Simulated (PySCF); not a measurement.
# Silicon: a sound run and one with changed settings

Sound run: Si [Ne] 3s2 3p2, Si⁺ [Ne] 3s2 3p1. Calculation: PySCF 2.14, in aug-cc-pV(D+d)Z; the non-relativistic Hamiltonian (point nucleus). The sound run starts from symmetry-adapted Hartree-Fock orbitals and uses a fine grid where one is needed.

Changed run: 14 angular points. This setting is unsound on purpose.

```csv
species,method,sound run (hartree),changed run (hartree),converged
Si,UHF,-288.85110,-288.85110,yes
Si,MN15,-289.23704,-289.23704,yes
Si,r2SCAN,-289.33950,-289.34165,yes
Si⁺,UHF,-288.57000,-288.57000,yes
Si⁺,MN15,-288.93897,-288.93817,yes
Si⁺,r2SCAN,-289.03325,-289.03373,yes
```

Ionisation energy of Si:

```json
{"method": "UHF", "sound run (eV)": "7.649", "changed run (eV)": "7.649"}
{"method": "MN15", "sound run (eV)": "8.111", "changed run (eV)": "8.133"}
{"method": "r2SCAN", "sound run (eV)": "8.333", "changed run (eV)": "8.379"}
```

A coarse angular grid integrates products of high-l functions wrongly, so density functionals can shift, and the SCF can exploit the error; Hartree-Fock and MP2 need no grid.

For comparison, NIST gives 8.152 eV between the lowest levels.
